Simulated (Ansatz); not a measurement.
Mulliken charges of C$_{2}$H$_{4}$F$_{2}$O$_{2}$, SMILES `OC(F)OCF` from r2SCAN/def2-TZVPP in Ansatz (PBE0-D4/def2-TZVP geometry).

```json
{"atom": "O1", "x (Å)": "-0.154", "y (Å)": "-1.677", "z (Å)": "-0.324", "charge (e)": "-0.323"}
{"atom": "C2", "x (Å)": "-0.370", "y (Å)": "-0.719", "z (Å)": "0.622", "charge (e)": "0.405"}
{"atom": "F3", "x (Å)": "-0.170", "y (Å)": "-1.218", "z (Å)": "1.866", "charge (e)": "-0.203"}
{"atom": "O4", "x (Å)": "0.530", "y (Å)": "0.343", "z (Å)": "0.530", "charge (e)": "-0.283"}
{"atom": "C5", "x (Å)": "0.324", "y (Å)": "1.176", "z (Å)": "-0.548", "charge (e)": "0.248"}
{"atom": "F6", "x (Å)": "-0.767", "y (Å)": "1.984", "z (Å)": "-0.330", "charge (e)": "-0.232"}
{"atom": "H7", "x (Å)": "0.760", "y (Å)": "-1.977", "z (Å)": "-0.243", "charge (e)": "0.210"}
{"atom": "H8", "x (Å)": "-1.407", "y (Å)": "-0.388", "z (Å)": "0.531", "charge (e)": "0.056"}
{"atom": "H9", "x (Å)": "0.132", "y (Å)": "0.615", "z (Å)": "-1.469", "charge (e)": "0.064"}
{"atom": "H10", "x (Å)": "1.207", "y (Å)": "1.809", "z (Å)": "-0.632", "charge (e)": "0.059"}
```

Task: By hand: the dipole of these point charges (1 e Å = 4.8032 D).

Result: Σ q r = (0.203, -0.059, -0.384) e Å, of length 0.438 e Å = 2.10 D.

Task: How does the dipole of the full density compare? (An estimate is asked.)

Result: The calculation gave: (0.288, -0.081, -0.353) e Å, 2.22 D; the point charges give 0.95 times that, at 11° from its direction.

Point charges leave out the atoms' own dipoles, such as those of lone pairs, and Mulliken's split depends on the basis, so the close match here is no proof of good charges.
